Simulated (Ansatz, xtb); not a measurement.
**A geometry optimisation of CH3NSi+ with r2SCAN-D4/def2-SVP**

The starting geometry of this gas-phase doublet was built from a drawn formula by distance geometry and a force field; its bonds are those of `C1[N][SiH+]1`.

| atom | x (Å) | y (Å) | z (Å) |
| --- | --- | --- | --- |
| C | 0.5884 | 0.9708 | 1.7245 |
| N | -0.6295 | 1.2999 | 2.4171 |
| Si | 0.2013 | 2.7583 | 1.9343 |
| H | 0.4961 | 0.5856 | 0.7224 |
| H | 1.3570 | 0.5631 | 2.3158 |
| H | -0.3751 | 3.3428 | 0.6827 |

Problem. Where would you expect an optimisation with r2SCAN-D4/def2-SVP to take it?

Solution. A bond breaks, leaving `C=[N+]=[SiH]`. Distances that change by over a tenth: C1–N2 (1.44 → 1.26 Å). Contacts that open: C1–Si3 (1.84 → 2.89 Å).

The energy falls by 3.06 eV over 20 steps:

```tsv
step	E − E(last) (eV)
1	3.059
3	2.432
5	1.477
7	0.845
9	0.539
12	0.157
14	0.030
16	0.001
18	0.000
20	0.000
```

Final geometry (Å):

```xyz
6

C     0.7104    0.5503    1.7113
N     0.1458    1.6801    1.7746
Si   -0.6526    3.0760    2.0092
H     0.2103   -0.3053    1.2246
H     1.7213    0.3989    2.1288
H    -0.4968    4.1208    0.9483
```

From the same start GFN2-xTB reaches the same bonding as this run.

The end wasn't checked by frequencies. Open shells are spin-unrestricted. Run with Ansatz 0.2.0, 3.8 min on 1 thread of AMD EPYC (Zen 3), with other jobs on the host.
